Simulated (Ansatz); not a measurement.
The first iterations of a band of FH3OSi (6 atoms, charge 0, multiplicity 1).

The calculation used RKS r2SCANh/def2-SVP in Ansatz.

| Item | Value |
| --- | --- |
| movable images | 9 |
| climbing image | yes |
| spring | 5.0 eV/Å² |
| optimiser | quadratic models (default) |
| start path | through a guess of the saddle point |
| force threshold | 0.03 eV/Å |
| iteration limit | 60 |
| end points | relaxed |

Image 0:

```xyz
6
Properties=species:S:1:pos:R:3
Si 0.317 -0.012 0.078
O 0.581 -0.163 1.695
H -0.172 -0.111 2.290
H 1.648 0.033 -0.558
H -0.530 1.166 -0.240
F -0.484 -1.300 -0.489
```

Image 10:

```xyz
6
Properties=species:S:1:pos:R:3
Si 0.002 0.217 -0.736
O 0.955 0.164 1.115
H 0.352 -0.368 1.659
H 1.775 -0.346 1.057
H -1.004 1.159 -0.054
F -0.721 -1.213 -0.266
```

| iteration | highest image above the first end (eV) | largest band force component (eV/Å) |
| --- | --- | --- |
| 1 | 5.591 | 7.549 |
| 2 | 4.137 | 3.541 |
| 3 | 3.606 | 1.841 |
| 4 | 3.403 | 1.491 |

Does the band converge within its limit, and where does its top end?

The forces met the threshold. It ended after 14 iterations with the highest image 3.461 eV above the first end. The profile has 2 maxima (images 2, 7) with wells between them (image 3): this band takes more than one step, which may be the mechanism or a detour left from its start path. Neighbouring images differ by up to 1.6 eV, so the band resolves the path poorly. A vibrational analysis at the climbing image gives one clearly imaginary mode, 1411i cm⁻¹: a first-order saddle point. The orbitals stay closed-shell, which can raise the energy where a bond breaks towards radicals; this wasn't checked here.

Run time: 5.6 min on 1 thread of Arm Neoverse V1, on a shared host, peak memory 0.12 GiB.
